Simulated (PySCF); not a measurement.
**Structure elucidation problem**

An unknown has the formula C3H5F3. Its calculated NMR data are:

1H NMR (600 MHz, computed): δ 2.08 (m, 2H), 1.23 (t, 3H).

13C{1H} NMR (computed): δ 136.4 (C), 32.5 (CH2), 9.0 (CH3).

Averaged over atoms made equivalent by symmetry, fast rotation or ring inversion, a single conformation, in vacuum, no relativistic terms. GFN2-xTB structure; σ from GIAO-PBE0/pcSseg-1; PySCF 2.14.0 with density-fitted response routines.

References, each an isolated molecule treated in the same way: 1H (σ = 31.72 ppm) and 13C (σ = 186.93 ppm) against TMS.

**Question.** Propose a structure and justify it.

**Answer.** 
1. The formula gives 0 degrees of unsaturation.
2. 3 carbon signals for 3 carbons: no two carbons are equivalent.
3. Carbon types of the structure: 1 × C, 1 × CH2, 1 × CH3, which accounts for all hydrogens.
4. δC 136.4: CF3 carbon; 3 electronegative neighbours deshield it.
5. δC 32.5: sp3 CH2; saturated and bonded to C and H only.
6. δC 9.0: methyl carbon; aliphatic region, no heteroatom directly attached.
7. δH 2.08: hydrogen on an sp3 CH2.
8. δH 1.23: hydrogen on a methyl carbon; far from electronegative atoms and π systems.

Structure: `C(C)C(F)(F)F`.

The shifts were computed for this structure.

Splittings by 19F in the carbon and heteronuclear signals aren't shown, as no couplings were computed. Shifts are as computed. Against solution values, carbons near 30 ppm lie about +3 ppm off and those near 130 ppm about +5 ppm. Of 1211 compounds with measured shifts, 218 miss one by over three times the rms of a fit or turn the order of signals round; such compounds aren't used in these exercises. Multiplicities follow the n + 1 count of equivalent neighbours, as no J values were calculated; m marks all less simple cases, F and P coupling included.
